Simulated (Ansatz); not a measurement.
Chalcopyrite ZnGeP2, treated with B3LYP (VWN-RPA form) (Ansatz, a program for electronic structure, plane waves, PAW).

Numerical settings: plane-wave cutoff 460 eV, 6×6×6 k mesh, Fermi–Dirac smearing 0.01 eV, scalar-relativistic PAW data made under PBE.

Cell (measured lattice):

ZnGeP$_{2}$ has the tetragonal space group I-42d (No. 122), the chalcopyrite structure, Pearson symbol tI16. Conventional cell: a = b = 5.4600 Å, c = 10.7100 Å, α = β = γ = 90.00°. Zn on 4a sees 4 P at 2.356 Å (tetrahedral). Ge on 4b is surrounded by 4 P at 2.342 Å (tetrahedral). P on 8d sees 2 Ge at 2.342 Å and 2 Zn at 2.356 Å (tetrahedral). (Neighbours: up to the widest gap in distance over summed covalent radii, below 1.35, at either atom; cation-cation and far metal-metal contacts left out.)
(The calculation used a cell of 8 atoms; values per cell refer to that cell.)

### Question
Estimate the band gap and smallest direct gap on the k points sampled that the calculation returns.

### Answer

* **band gap**: 2.32 eV (indirect)
* **smallest direct gap on the k points sampled**: 2.47 eV

Measured, for comparison: band gap 2.05 eV (temperature not stated, no zero-point or thermal correction, pseudodirect, our sources range from 1.80 to 2.20; as tabulated in Rashkeev et al. (1999), arXiv:cond-mat/9809378).

Note: cell and atoms aren't relaxed at this level (pressure 3.9 GPa).

Spin–orbit coupling is not included.

Computed values are for the static lattice.
